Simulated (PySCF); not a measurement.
water (H2O), SMILES O. Coordinates come from a PBE-D3(BJ)/def2-TZVPD optimisation.

Task: Give the equilibrium geometry at PBE-D3(BJ)/def2-TZVPD (PySCF confirms it by a frequency run) as bond lengths and angles, and its point group. (An estimate is asked for; the answer gives what the named calculation found.)

Result: point group C2v.
Atoms: O1 H2 H3. Bond lengths (Å): O1–H2 0.972, O1–H3 0.972. Angles (°): H2–O1–H3 104.2.
